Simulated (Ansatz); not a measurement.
System: bcc Ta. Method: PBEsol (plane waves, PAW; Ansatz, a quantum-chemistry and plane-wave program).

Run with plane-wave cutoff 520 eV, 28×28×28 k mesh, Fermi–Dirac smearing 0.06 eV (set by the program), scalar-relativistic PAW data made under PBE.

Computed at the level's own relaxed cell.

Q: Predict the Voigt–Reuss–Hill shear modulus (Hill average), Voigt–Reuss–Hill bulk modulus, elastic constant C12, elastic constant C44, Poisson ratio and elastic constant C11.

A: 
Voigt–Reuss–Hill shear modulus (Hill average): 68.3 GPa
Voigt–Reuss–Hill bulk modulus: 207 GPa
elastic constant C12: 169 GPa
elastic constant C44: 76.4 GPa
Poisson ratio: 0.351
elastic constant C11: 284 GPa

Measured, for comparison: elastic constant C12 158 GPa, elastic constant C44 87.4 GPa, elastic constant C11 266 GPa (0 K, extrapolated to 0 K; zero-point effects included; as tabulated in Wang et al. (2022), arXiv:2209.12322). Computed (rounded) less measured: elastic constant C12 +7 %, elastic constant C44 -13 %, elastic constant C11 +7 %.

Note: shear constants of such metals converge slowly with the k mesh.

Elastic constants are with the ions relaxed.

Spin–orbit coupling is not included.

The computed numbers hold no vibrational or temperature effects.
